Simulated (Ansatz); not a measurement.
```yaml
crystal:
  periodic: [false, false, false]
  atoms:
    - {symbol: Ti, position_ang: [0.000000, 0.000000, 0.000000]}
    - {symbol: Cl, position_ang: [0.000000, 0.000000, 2.470000]}
basis:
  gaussian: {orbitals: def2-TZVP}
total_charge: 1
hamiltonian: {xc: pbe0}
relax: {f_tol: 0.004, max_steps: 80}
```

```sh
$ ansatz run in.yaml --threads 1 --pin off --events-out ev --progress --plain --max-ram 2176MiB
```

Steps of the relaxation (energy above the last step; positions in Å, forces in eV/Å):

```
2
step 1, 728.0 meV
Ti    0.000    0.000    0.000    0.000    0.000    3.432
Cl    0.000    0.000    2.470    0.000    0.000   -3.432
```

```
2
step 2, 31.7 meV
Ti    0.000    0.000    0.195    0.000    0.000   -1.216
Cl    0.000    0.000    2.275    0.000    0.000    1.216
```

```
2
step 3, 2.1 meV
Ti    0.000    0.000    0.161    0.000    0.000    0.285
Cl    0.000    0.000    2.309    0.000    0.000   -0.285
```

```
2
step 5, 0.0 meV
Ti    0.000    0.000    0.168    0.000    0.000    0.000
Cl    0.000    0.000    2.302    0.000    0.000    0.000
```

Close pairs at the end: Ti1–Cl2 2.134 Å.

A stationary point of restricted PBE0 after 5 steps (its stability towards spin polarisation wasn't tested). 32 s on 1 thread of Intel Xeon Platinum 8375C, shared host.
